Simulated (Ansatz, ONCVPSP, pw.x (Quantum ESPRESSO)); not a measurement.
**What a changed setting does to a pw.x run (sc Ir)**

Potential: optimised norm-conserving Vanderbilt (ONCV), ONCVPSP 4.0.1, LDA (Perdew-Wang 92); core [Kr] 4d10 4f14, reference 5s2 5p6 5d7 6s1.5 6p0.5; waves: 5s+6s: rc 1.80 bohr, ncon 3, nbas 6, qcut 7.9 1/bohr, 2 projectors; 5p+6p: rc 1.95 bohr, ncon 4, nbas 8, qcut 8.2 1/bohr, 2 projectors; 5d: rc 1.80 bohr, ncon 4, nbas 9, qcut 10.5 1/bohr, local; local part: the d channel; core correction: Teter function, fcfact 2.75, rcfact 1.65.

The reference run (k-mesh 13³, cutoffs 55/220 Ry, Fermi–Dirac 0.01 Ry, mixing_beta 0.4, conv_thr 1e-9, no spin) gives -2.08 GPa at 16.056 Å³/atom, where all-electron LAPW gives 2.06 GPa. This run, with its own iteration cap, changes diagonalization to paro.

```
&control
  calculation='scf', prefix='x', pseudo_dir='./', outdir='./tmp', tstress=.true., disk_io='none'
/
&system
  ibrav=0, nat=1, ntyp=1, ecutwfc=55, ecutrho=220, nbnd=17,
  occupations='smearing', smearing='fd', degauss=0.01
/
&electrons
  conv_thr=1e-09, mixing_beta=0.4, electron_maxstep=60, diagonalization='paro'
/
ATOMIC_SPECIES
Ir 1.0 Ir.UPF
CELL_PARAMETERS angstrom
  2.52277849 0.00000000 0.00000000
  0.00000000 2.52277849 0.00000000
  0.00000000 0.00000000 2.52277849
ATOMIC_POSITIONS crystal
Ir 0.0000 0.0000 0.0000
K_POINTS automatic
13 13 13 0 0 0
```

```bash
pw.x < Ir.scf.in > Ir.scf.out
```

Q: How does the run end?

A: It converges in 7 iterations; the free energy moves by +0.0 meV/atom and the pressure by -0.02 GPa. The result is that of the reference run.

```
Message from routine setup:
     using ibrav=0 with symmetry is DISCOURAGED, use correct ibrav instead
     lattice parameter (alat)  =       4.7674  a.u.
     unit-cell volume          =     108.3513 (a.u.)^3
     number of electrons       =        17.00
     number of Kohn-Sham states=           17
     kinetic-energy cutoff     =      55.0000  Ry
     charge density cutoff     =     220.0000  Ry
     scf convergence threshold =      1.0E-09
     Exchange-correlation= SLA  PW   NOGX NOGC
     number of k points=    84  Fermi-Dirac smearing, width (Ry)=  0.0100
     iteration #  1     ecut=    55.00 Ry     beta= 0.40
     total energy              =    -227.91597854 Ry
     estimated scf accuracy    <       0.01495887 Ry
     iteration #  2     ecut=    55.00 Ry     beta= 0.40
     total energy              =    -227.91797690 Ry
     estimated scf accuracy    <       0.00115495 Ry
     iteration #  3     ecut=    55.00 Ry     beta= 0.40
     total energy              =    -227.91793689 Ry
     estimated scf accuracy    <       0.00029498 Ry
     iteration #  4     ecut=    55.00 Ry     beta= 0.40
     total energy              =    -227.91794307 Ry
     estimated scf accuracy    <       0.00000120 Ry
     iteration #  5     ecut=    55.00 Ry     beta= 0.40
     total energy              =    -227.91794327 Ry
     estimated scf accuracy    <       0.00000025 Ry
     iteration #  6     ecut=    55.00 Ry     beta= 0.40
     total energy              =    -227.91794330 Ry
     estimated scf accuracy    <       0.00000001 Ry
     iteration #  7     ecut=    55.00 Ry     beta= 0.40
     the Fermi energy is    21.3814 ev
!    total energy              =    -227.91794330 Ry
     estimated scf accuracy    <          8.2E-11 Ry
     smearing contrib. (-TS)   =      -0.00661385 Ry
     The total energy is F=E-TS. E is the sum of the following terms:
     one-electron contribution =     -51.89676878 Ry
     hartree contribution      =      36.27601343 Ry
     xc contribution           =     -40.29204665 Ry
     ewald contribution        =    -171.99852746 Ry
     convergence has been achieved in   7 iterations
          total   stress  (Ry/bohr**3)                   (kbar)     P=      -20.91
     Message from routine punch:
     Nothing written, as per user request (disk_io='none')
```

The run took about 24 s on one core of a shared host (Intel(R) Xeon(R) Platinum 8375C CPU @ 2.90GHz, 128 threads, 992 GiB, load 89).
